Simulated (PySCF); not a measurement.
## Dipole moment and polarisability across levels of theory

C2H3N.
Numbering: `[C-:1]#[N+:2][CH3:3]` (hydrogens: H4, H5, H6 on C3)

Cartesian coordinates in Å at the PBE0-D3(BJ)/def2-SVP level; atoms count from 1:
```xyz
6
C2H3N angstrom
C      2.104    0.208    0.007
N      0.938    0.084   -0.003
C     -0.461   -0.066   -0.016
H     -0.756   -0.828   -0.753
H     -0.819   -0.379    0.976
H     -0.944    0.885   -0.281
```

PySCF, dipoles from the SCF density, polarisabilities from static response with core orbitals frozen. Isolated species at its PBE0-D3(BJ)/def2-SVP geometry, gas phase.

Reference dipole: 3.850 D (measured, gas; NIST CCCBDB Release 22 (SRD 101), experimental dipoles). The anisotropy is √(½[(α1 − α2)² + (α2 − α3)² + (α3 − α1)²]).

```json
{"level": "B3LYP/def2-SVPD", "μ (D)": "3.858", "error (%)": "+0.2", "α (Å³)": "4.52", "anisotropy (Å³)": "2.48"}
{"level": "PBE0/def2-SVPD", "μ (D)": "3.881", "error (%)": "+0.8", "α (Å³)": "4.48", "anisotropy (Å³)": "2.46"}
{"level": "BHandHLYP/def2-SVPD", "μ (D)": "3.752", "error (%)": "-2.5", "α (Å³)": "4.38", "anisotropy (Å³)": "2.33"}
{"level": "CAM-B3LYP/def2-SVPD", "μ (D)": "3.849", "error (%)": "0.0", "α (Å³)": "4.46", "anisotropy (Å³)": "2.37"}
{"level": "wB97X-D/def2-SVPD", "μ (D)": "3.861", "error (%)": "+0.3", "α (Å³)": "4.49", "anisotropy (Å³)": "2.38"}
{"level": "LC-wPBE/def2-SVPD", "μ (D)": "3.866", "error (%)": "+0.4", "α (Å³)": "4.37", "anisotropy (Å³)": "2.27"}
{"level": "PBE0/6-31G*", "μ (D)": "3.640", "error (%)": "-5.4", "α (Å³)": "3.60", "anisotropy (Å³)": "2.44"}
{"level": "PBE0/def2-SVP", "μ (D)": "3.863", "error (%)": "+0.3", "α (Å³)": "3.77", "anisotropy (Å³)": "2.46"}
{"level": "PBE0/6-31+G*", "μ (D)": "3.847", "error (%)": "-0.1", "α (Å³)": "4.16", "anisotropy (Å³)": "2.63"}
{"level": "PBE0/aug-cc-pVDZ", "μ (D)": "3.872", "error (%)": "+0.6", "α (Å³)": "4.65", "anisotropy (Å³)": "2.46"}
{"level": "PBE0/def2-TZVP", "μ (D)": "3.852", "error (%)": "+0.1", "α (Å³)": "4.34", "anisotropy (Å³)": "2.46"}
{"level": "PBE0/def2-TZVPD", "μ (D)": "3.839", "error (%)": "-0.3", "α (Å³)": "4.64", "anisotropy (Å³)": "2.46"}
{"level": "PBE0/aug-cc-pVTZ", "μ (D)": "3.843", "error (%)": "-0.2", "α (Å³)": "4.68", "anisotropy (Å³)": "2.45"}
```

For the dipole, the smallest error is 0.0% (CAM-B3LYP/def2-SVPD) and the largest 5.4% (PBE0/6-31G*). The dipole runs from 3.64 D (PBE0/6-31G*) to 3.88 D (PBE0/def2-SVPD). No reference polarisability is at hand; against PBE0 in the largest diffuse basis at hand (aug-cc-pVTZ) the other PBE0 rows deviate by 6-31G* -23%, def2-SVP -20%, 6-31+G* -11%, def2-SVPD -4%, aug-cc-pVDZ -1%, def2-TZVP -7%, def2-TZVPD -1%. In one basis (def2-SVPD) the functionals order the polarisability from LC-wPBE (lowest) to B3LYP (highest), a spread of 3%. With PBE0 the polarisability is 3.90 Å³ without diffuse functions (mean of 6-31G*, def2-SVP and def2-TZVP) and 4.52 Å³ with them (mean of 6-31+G*, def2-SVPD, aug-cc-pVDZ, def2-TZVPD and aug-cc-pVTZ). Measured values can belong to vibrating molecules and may average over conformers; the computed ones are for one fixed geometry.
